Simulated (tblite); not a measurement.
C4H4O.
Atom-mapped SMILES: `[CH:1]#[C:2][CH2:3][CH:4]=[O:5]` (hydrogens: H6 on C1; H7, H8 on C3; H9 on C4)

Computed with GFN2-xTB (tblite), gas phase: Langevin dynamics at 300 K from the optimised GFN2-xTB geometry, time step 0.5 fs, friction 0.01 fs⁻¹, 2000 steps. The instantaneous temperature is 2·E(kin)/(3Nk) with all 3N coordinates.

| t (fs) | T (K) | E(pot) above start (eV) | C1≡C2 (Å) | C2–C3 (Å) | C3–C4 (Å) | C4=O5 (Å) | C1–H6 (Å) | C2–C3–C4–O5 (°) |
| --- | --- | --- | --- | --- | --- | --- | --- | --- |
| 0 | 279 | 0.000 | 1.196 | 1.447 | 1.509 | 1.196 | 1.049 | 143 |
| 25 | 271 | 0.151 | 1.184 | 1.429 | 1.510 | 1.181 | 1.037 | 160 |
| 50 | 195 | 0.150 | 1.198 | 1.446 | 1.538 | 1.219 | 1.091 | 171 |
| 75 | 240 | 0.220 | 1.216 | 1.448 | 1.519 | 1.204 | 0.996 | 180 |
| 100 | 232 | 0.288 | 1.181 | 1.439 | 1.504 | 1.184 | 1.078 | -166 |
| 125 | 230 | 0.164 | 1.199 | 1.447 | 1.516 | 1.215 | 1.058 | -151 |
| 150 | 222 | 0.186 | 1.198 | 1.459 | 1.514 | 1.182 | 1.053 | -140 |
| 175 | 280 | 0.179 | 1.174 | 1.428 | 1.518 | 1.207 | 1.051 | -138 |
| 200 | 219 | 0.155 | 1.203 | 1.429 | 1.559 | 1.210 | 1.038 | -144 |
| 225 | 258 | 0.251 | 1.202 | 1.465 | 1.560 | 1.164 | 1.067 | -143 |
| 250 | 240 | 0.261 | 1.197 | 1.459 | 1.459 | 1.242 | 1.039 | -139 |
| 275 | 331 | 0.171 | 1.185 | 1.434 | 1.490 | 1.193 | 1.073 | -136 |
| 300 | 189 | 0.253 | 1.215 | 1.440 | 1.517 | 1.174 | 1.043 | -133 |
| 325 | 151 | 0.239 | 1.198 | 1.465 | 1.510 | 1.202 | 1.045 | -122 |
| 350 | 215 | 0.209 | 1.197 | 1.469 | 1.482 | 1.193 | 1.080 | -120 |
| 375 | 244 | 0.223 | 1.215 | 1.408 | 1.501 | 1.178 | 1.041 | -134 |
| 400 | 241 | 0.310 | 1.186 | 1.459 | 1.525 | 1.192 | 1.075 | -135 |
| 425 | 386 | 0.152 | 1.196 | 1.447 | 1.543 | 1.188 | 1.049 | -130 |
| 450 | 381 | 0.254 | 1.198 | 1.455 | 1.519 | 1.198 | 1.039 | -121 |
| 475 | 315 | 0.259 | 1.202 | 1.436 | 1.480 | 1.209 | 1.077 | -133 |
| 500 | 290 | 0.203 | 1.209 | 1.422 | 1.483 | 1.207 | 1.031 | -139 |
| 525 | 247 | 0.231 | 1.204 | 1.406 | 1.577 | 1.202 | 1.075 | -128 |
| 550 | 190 | 0.204 | 1.194 | 1.461 | 1.528 | 1.195 | 1.042 | -109 |
| 575 | 113 | 0.223 | 1.178 | 1.476 | 1.487 | 1.204 | 1.054 | -99 |
| 600 | 236 | 0.137 | 1.206 | 1.455 | 1.511 | 1.172 | 1.050 | -105 |
| 625 | 234 | 0.266 | 1.207 | 1.430 | 1.508 | 1.195 | 1.052 | -122 |
| 650 | 166 | 0.302 | 1.200 | 1.458 | 1.476 | 1.209 | 1.077 | -134 |
| 675 | 253 | 0.256 | 1.180 | 1.468 | 1.501 | 1.167 | 1.050 | -125 |
| 700 | 234 | 0.256 | 1.220 | 1.460 | 1.502 | 1.213 | 1.078 | -114 |
| 725 | 238 | 0.284 | 1.225 | 1.406 | 1.562 | 1.193 | 1.059 | -100 |
| 750 | 203 | 0.334 | 1.157 | 1.426 | 1.510 | 1.194 | 1.038 | -104 |
| 775 | 397 | 0.157 | 1.196 | 1.459 | 1.510 | 1.204 | 1.048 | -120 |
| 800 | 198 | 0.512 | 1.232 | 1.443 | 1.538 | 1.192 | 1.067 | -137 |
| 825 | 235 | 0.254 | 1.202 | 1.456 | 1.508 | 1.205 | 1.042 | -134 |
| 850 | 201 | 0.322 | 1.172 | 1.458 | 1.519 | 1.194 | 1.047 | -127 |
| 875 | 237 | 0.223 | 1.209 | 1.431 | 1.516 | 1.189 | 1.072 | -126 |
| 900 | 227 | 0.363 | 1.246 | 1.525 | 1.522 | 1.202 | 1.032 | -124 |
| 925 | 222 | 0.329 | 1.187 | 1.499 | 1.470 | 1.181 | 1.098 | -131 |
| 950 | 235 | 0.303 | 1.188 | 1.420 | 1.475 | 1.202 | 1.026 | -142 |
| 975 | 366 | 0.199 | 1.203 | 1.433 | 1.514 | 1.208 | 1.066 | -150 |
| 1000 | 254 | 0.237 | 1.206 | 1.464 | 1.564 | 1.187 | 1.039 | -150 |

Question: From 500 fs on, how do temperature and potential energy compare with equipartition?

Answer: The mean temperature of these 21 frames is 237 K against the target 300 K, and the mean potential energy 0.27 eV against 21 × kT/2 = 0.27 eV for 21 classical harmonic modes. For 9 atoms in a canonical ensemble the temperature itself scatters by T·√(2/(3N)) = 82 K; here its standard deviation is 59 K. These frames run colder than the target by 21 %; at their own mean temperature equipartition would give 0.21 eV. The whole run lasts only 10 friction times of 100 fs, so these averages carry a wide statistical error.

Question: What are the kinetic and total energies of the listed frame with the highest potential energy?

Answer: The one at 800 fs, 0.512 eV above the start. Its kinetic energy is 3NkT/2 = 0.231 eV at 198 K, so the sum is 0.74 eV; over the listed frames the sum runs from 0.32 to 0.74 eV, since the thermostat adds and removes energy.

Question: How much do the listed bonds fluctuate from 500 fs on?

Answer: 
```tsv
bond	at the start (Å)	mean (Å)	standard deviation (Å)
C1≡C2	1.196	1.201	0.020
C2–C3	1.447	1.450	0.028
C3–C4	1.509	1.513	0.028
C4=O5	1.196	1.196	0.012
C1–H6	1.049	1.054	0.018
```

The motion is classical and holds no zero-point motion.

What follows is the cost of the whole dynamics run. On an x86-64 server with one thread (shared host), this took 9.0 s wall.
